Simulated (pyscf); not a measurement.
H₃C–Cl (SMILES CCl) + Zn (SMILES [Zn]) [singlet] → H₃C–Zn–Cl (SMILES [CH3][Zn][Cl]), an insertion (singlet surface; C–Cl broken, C–Zn, Cl–Zn formed). PySCF, gas phase, ωB97X-D3(BJ)/def2-SVP geometries. Correlated levels are frozen-core, on RHF or UHF. ΔMP2 is the change of the MP2 total energy from the triple- to the quadruple-zeta basis. Energies in kcal/mol from the separated reactants.

Small-basis levels: PySCF, no dispersion term, spherical d functions. AM1 to PM7: differences of heats of formation from MOPAC. GFN2-xTB: tblite. Cost: rough CPU time at the saddle relative to B3LYP/6-31G*+LANL2DZ, from one job on a shared machine.

| level | barrier | reaction energy | cost |
|---|---|---|---|
| HF/3-21G | … | -74.6 | 0.07 |
| HF/6-31G*+LANL2DZ | 71.0 | -28.9 | 0.10 |
| MP2/6-31G*+LANL2DZ | 56.4 | -33.8 | 0.1 |
| BP86/6-31G*+LANL2DZ | … | -25.0 | 2 |
| B3LYP/3-21G | 5.0 | -93.0 | 0.7 |
| B3LYP/6-311+G**+LANL2DZ | 47.1 | -25.8 | 1 |
| B3LYP/def2-SVP | 44.9 | -37.9 | 0.8 |
| GFN2-xTB | 26.0 | -25.4 | under 0.02 |
| AM1 | 49.9 | -32.2 | under 0.02 |
| PM3 | 27.1 | -41.3 | under 0.02 |
| PM6 | 41.2 | -39.5 | under 0.02 |
| PM7 | 48.8 | -38.4 | under 0.02 |
| CCSD(T)/def2-TZVPP + ΔMP2(QZVPP) | … | -45.1 | – |

Fill in the missing entries.


- HF/3-21G, barrier: 36.8
- BP86/6-31G*+LANL2DZ, barrier: 41.7
- CCSD(T)/def2-TZVPP + ΔMP2(QZVPP), barrier: 45.4

Against the last row the barrier runs from -40.4 (B3LYP/3-21G) to +25.6 kcal/mol (HF/6-31G*+LANL2DZ). CCSD(T)/def2-TZVPP + ΔMP2(QZVPP) has limits of its own. From the product side, CH₃• + [Cl–Zn]• lies, by one bond made or cut, 17.1 kcal/mol under this saddle at ωB97M-D3(BJ). This is the saddle that the search found; another between the same sides may lie lower. A restricted solution here is unstable towards spin polarisation, so biradical character is likely and single-reference numbers are less safe. The CCSD(T) − MP2 part came from Ansatz, without density fitting, on the same reference. The frozen core leaves the outer d or s,p core shells of the metals and heavy elements correlated in the MP2 and CC values, and def2-TZVPP describes them poorly, which can shift differences by a few kcal/mol. In the def2 sets elements up to Kr have no core potential.
